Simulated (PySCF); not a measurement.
Predicted microwave data (PBE0-D3(BJ)/def2-SVP geometry optimisation, gas phase in PySCF) for one isomer of C4H12N2:

* Rotational constants: A = 6981, B = 1728, C = 1590 MHz
* Dipole components: |μa| = 1.26 D, |μb| = 1.58 D, |μc| = 1.01 D
* Inertial defect: -46.91 u·Å²
* κ: -0.95

Question: Which structure is it? (One computed conformer of each.)
A. `[CH3:1][NH:2][C@@H:3]([CH3:4])[CH2:5][NH2:6]` with C1–N2–C3–C4 73°, N2–C3–C5–N6 60°, C3–C5–N6–H -50° and -167°
B. `[CH3:1][CH2:2][NH:3][CH2:4][CH2:5][NH2:6]` with C1–C2–N3–C4 179°, C2–N3–C4–C5 82°, N3–C4–C5–N6 56°, C4–C5–N6–H 67° and -46° (N-ethylethylenediamine)
C. `[CH3:1][C@H:2]([NH2:3])[CH2:4][CH2:5][NH2:6]` with C1–C2–N3–H -62° and 54°, C1–C2–C4–C5 -65°, C2–C4–C5–N6 180°, C4–C5–N6–H 180° and 63° (1,3-butanediamine)

Answer: B. It is CCNCCN, a near-prolate asymmetric top, point group C1. The candidates at the same level (rigid rotor, commonest isotopes):

| SMILES | A (MHz) | B (MHz) | C (MHz) | μa (D) | μb (D) | μc (D) | Δ (u·Å²) | point group | rotor |
| --- | --- | --- | --- | --- | --- | --- | --- | --- | --- |
| CCNCCN | 6981 | 1728 | 1590 | 1.26 | 1.58 | 1.01 | -46.91 | C1 | near-prolate asymmetric top |
| C[C@H](N)CCN | 6974 | 1750 | 1504 | 0.16 | 0.93 | 0.68 | -25.17 | C1 | near-prolate asymmetric top |
| CN[C@@H](C)CN | 4514 | 2620 | 1815 | 0.81 | 0.51 | 1.42 | -26.35 | C1 | asymmetric top |

`C[C@H](N)CCN` has C 5 % too low; `CN[C@@H](C)CN` has B 52 % too high. No structure here is proved a minimum.
